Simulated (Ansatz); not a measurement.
**One shape, several levels: H3S+ (sulfonium)**

Aim: a comparison of 6 runs (BLYP/3-21G, CAM-B3LYP/6-31G, HSE06/3-21G, PBE0/6-31G, UPBE0/3-21G, BCCD(T)/6-31G) of H3S+ (sulfonium). 

The calculation is run with Ansatz 0.2.0.

9 further runs of the same task are left out: 7 that didn't finish, 2 set aside as unsound or not needed.

### 1 The system as given

H3S+ has 4 atoms, charge +1, and is taken as a singlet. As SMILES, `[SH3+]`. The H2–S1 distance was set to 2.033 Å, away from the relaxed value. At this shape a bond of the SMILES string is far longer than usual.

Bond lengths: S1–H3 1.355 Å, S1–H4 1.355 Å. Angles: H3–S1–H4 93.7°.

### 2 A single-point energy at BLYP/3-21G (run 1)

Contents of input.yaml:

```yaml
crystal:
  periodic: [false, false, false]
  atoms:
    - {symbol: S, position_ang: [0.028417, -0.291827, -1.036107]}
    - {symbol: H, position_ang: [0.848020, 0.280920, 0.734350]}
    - {symbol: H, position_ang: [-0.767353, -1.228847, -0.465127]}
    - {symbol: H, position_ang: [-0.928703, 0.667003, -1.003597]}
basis:
  gaussian:
    orbitals: 3-21G.json
total_charge: 1
hamiltonian:
  xc: {name: BLYP}
accuracy: high
```

The basis set 3-21G is read from a file made from the Basis Set Exchange's data (not shown).

Launch:

```sh
$ ansatz run input.yaml --threads 1 --pin off --max-ram 2610MiB --events-out events.jsonl --progress --plain --runs-dir runs
```

The program printed:

```text
Warning: RAYON_NUM_THREADS=1 ignored (pool sized by the plan → 1); use --threads N
Functional definition: BLYP
  name "BLYP"
  parameter beta = 0.0042
  parameter a = 0.04918
  parameter b = 0.132
  parameter c = 0.2533
  parameter d = 0.349
  exchange = b88_x(beta = beta)
  correlation = lyp_c(a = a, b = b, c = c, d = d)
357 factors; integrals over basis functions are off by at most 2.8e-9 eV
mean field evaluation 1: about -10813.6449 eV, gradient 3.7e1 eV
mean field evaluation 2: about -10798.6338 eV, gradient 6.4e1 eV
mean field evaluation 4: about -10818.5833 eV, gradient 7.5e0 eV
mean field evaluation 8: about -10818.8869 eV, gradient 1.2e-1 eV
mean field evaluation 16: about -10818.8869 eV, gradient 3.6e-6 eV
mean field -10818.88694064 eV, -397.5867617634 hartree, gradient 2.4e-8 eV, S^2 0.000000; 0 other end points of the search recorded, 0 dependent functions left out
reference -10818.88697628 eV, -397.5867630733 hartree; 9, 9 occupied and 10, 10 virtual orbitals, 357 factors
Total energy: -10818.88697628 eV, -397.5867630733 hartree
```

Run time: 0.52 s. Hardware: 1 thread of Arm Neoverse V2, shared host.

### 3 The energy at CAM-B3LYP/6-31G (run 2)

Contents of run.yaml:

```yaml
crystal:
  periodic: [false, false, false]
  atoms:
    - {symbol: S, position_ang: [0.028417, -0.291827, -1.036107]}
    - {symbol: H, position_ang: [0.848020, 0.280920, 0.734350]}
    - {symbol: H, position_ang: [-0.767353, -1.228847, -0.465127]}
    - {symbol: H, position_ang: [-0.928703, 0.667003, -1.003597]}
basis:
  gaussian:
    orbitals: 6-31G
accuracy: high
total_charge: 1
hamiltonian:
  xc: {name: CAM-B3LYP}
```

Launch:

```sh
$ ansatz run run.yaml --threads 1 --pin off --max-ram 2610MiB --events-out events.jsonl --progress --plain --runs-dir runs
```

The program printed:

```text
Warning: RAYON_NUM_THREADS=1 ignored (pool sized by the plan → 1); use --threads N
Functional definition: CAM-B3LYP
  name "CAM-B3LYP"
  parameter alpha = 0.19
  parameter beta = 0.46
  parameter omega = 0.33/bohr
  parameter ac = 0.81
  exchange = (1 - alpha - beta)*b88_x + beta*b88_x_sr(omega) + alpha*exact_x + beta*exact_x_lr(omega)
  correlation = (1 - ac)*vwn5_c + ac*lyp_c
407 factors; integrals over basis functions are off by at most 3.1e-9 eV
175 factors; integrals over basis functions are off by at most 2.0e-9 eV
mean field evaluation 1: about -10868.6805 eV, gradient 2.6e1 eV
mean field evaluation 2: about -10868.6849 eV, gradient 2.8e1 eV
mean field evaluation 4: about -10871.6666 eV, gradient 4.0e-1 eV
mean field evaluation 8: about -10871.6574 eV, gradient 2.4e-3 eV
mean field evaluation 16: about -10871.6574 eV, gradient 5.8e-8 eV
mean field -10871.65735114 eV, -399.5260385802 hartree, gradient 5.8e-8 eV, S^2 0.000000; 0 other end points of the search recorded, 0 dependent functions left out
reference -10871.65736421 eV, -399.5260390607 hartree; 9, 9 occupied and 10, 10 virtual orbitals, 407 factors
Total energy: -10871.65736421 eV, -399.5260390607 hartree
```

Wall time 0.77 s (1 thread of Arm Neoverse V2, shared host).

Runs 3 to 4 aren't shown in full; the table further down has their settings and results.

### 4 The energy at UPBE0/3-21G (run 5)

Changes to input.yaml since step 2:

```diff
@@ -8,7 +8,6 @@
 basis:
-  gaussian:
-    orbitals: 3-21G.json
+  gaussian: {orbitals: 3-21G.json}
 total_charge: 1
-hamiltonian:
-  xc: {name: BLYP}
+magnetization: {spin_polarized: true, initial_magnetization: 0}
+hamiltonian: {xc: pbe0}
 accuracy: high
```

The basis set 3-21G is read from a file made from the Basis Set Exchange's data (not shown).

Launch:

```sh
$ ansatz run input.yaml --threads 1 --pin off --max-ram 2610MiB --events-out events.jsonl --progress --plain --runs-dir runs
```

The program printed:

```text
Warning: RAYON_NUM_THREADS=1 ignored (pool sized by the plan → 1); use --threads N
Functional definition: PBE0
  name "PBE0"
  parameter a = 0.25
  parameter kappa = 0.804
  parameter beta = 0.06672455060314922
  exchange = (1 - a)*pbe_x(kappa = kappa, mu = beta*pi^2/3) + a*exact_x
  correlation = pbe_c(beta = beta)
357 factors; integrals over basis functions are off by at most 2.8e-9 eV
mean field evaluation 1: about -10811.3475 eV, gradient 2.1e1 eV
mean field evaluation 2: about -10806.5176 eV, gradient 3.2e1 eV
mean field evaluation 4: about -10814.9418 eV, gradient 9.8e-1 eV
mean field evaluation 8: about -10814.9342 eV, gradient 2.6e-3 eV
mean field evaluation 16: about -10814.9342 eV, gradient 3.0e-8 eV
mean field -10814.93420906 eV, -397.4415015572 hartree, gradient 3.0e-8 eV, S^2 0.000000; 1 other end points of the search recorded, 0 dependent functions left out
reference -10814.93421042 eV, -397.4415016072 hartree; 9, 9 occupied and 10, 10 virtual orbitals, 357 factors
Total energy: -10814.93421042 eV, -397.4415016072 hartree
```

Wall time 0.89 s (1 thread of Arm Neoverse V2, shared host); peak memory 0.1 GiB.

### 5 A single-point energy at BCCD(T)/6-31G (run 6)

Contents of molecule.yaml:

```yaml
crystal:
  periodic: [false, false, false]
  atoms:
    - symbol: S
      position_ang: [0.028417, -0.291827, -1.036107]
    - symbol: H
      position_ang: [0.848020, 0.280920, 0.734350]
    - symbol: H
      position_ang: [-0.767353, -1.228847, -0.465127]
    - symbol: H
      position_ang: [-0.928703, 0.667003, -1.003597]
basis:
  gaussian:
    orbitals: 6-31G
total_charge: 1
correlation:
  method: bccd_t
  frozen_orbitals: {H: 0, S: 5}
accuracy: high
scf:
  omitted_lower_state_checks: [cluster_reference, increment]
```

Launch:

```sh
$ ansatz run molecule.yaml --threads 1 --pin off --max-ram 2610MiB --events-out events.jsonl --progress --plain --runs-dir runs
```

The program printed (excerpt; [...] marks lines left out):

```text
Warning: RAYON_NUM_THREADS=1 ignored (pool sized by the plan → 1); use --threads N
Functional definition: HF
  name "HF"
[...]
407 factors; integrals over basis functions are off by at most 3.1e-9 eV
[...]
mean field -10851.85135544 eV, -398.7981816634 hartree, gradient 1.5e-8 eV, S^2 0.000000; 0 other end points of the search recorded, 0 dependent functions left out; unrestricted orbitals would lower it
5 core orbitals not correlated: weight in the atoms' cores, before any rotation towards them, 1.000 or more for the frozen orbitals, at most 0.000 for the correlated occupied ones
reference -10851.85135544 eV, -398.7981816634 hartree; 4, 4 occupied and 10, 10 virtual orbitals, 407 factors
second order -2.12339097 eV of doubles, -0.00000000 eV of singles
cycle   1  -2.54888349 eV  change   -4.3e-1 eV  update   7.9e-2
[...]
cycle  21  -2.88595857 eV  change   5.4e-10 eV  update  7.7e-10
perturbative correction -0.03094638 eV, -0.0011372585 hartree
Total energy: -10854.76826039 eV, -398.9053759431 hartree
Checks for a lower state left out: cluster_reference, increment
```

Wall time 0.2 s (1 thread of Arm Neoverse V2, shared host).

### 6 All runs side by side

```csv
run,level,frozen core orbitals,energy (Eh),wall time
1,BLYP/3-21G,–,-397.586763,0.52 s
2,CAM-B3LYP/6-31G,–,-399.526039,0.77 s
3,HSE06/3-21G,–,-397.434064,0.68 s
4,PBE0/6-31G,–,-399.381405,0.62 s
5,UPBE0/3-21G,–,-397.441502,0.89 s
6,BCCD(T)/6-31G,5,-398.905376,0.2 s
```

### 7 Outcome

| quantity | value |
| --- | --- |
| run 6: total energy | -398.90538 Eh |
| run 6: correlation energy (5 core orbitals frozen) | -107.2 mEh |
| run 6: (T) correction | -1.14 mEh |

In words: Totals of different functionals can't be ranked against each other. In run 6 the log says that unrestricted orbitals would lower the reference, so the values rest on an unstable closed-shell determinant (other closed-shell runs at this shape may share the fault). All runs together took 3.7 s, the longest 0.89 s.
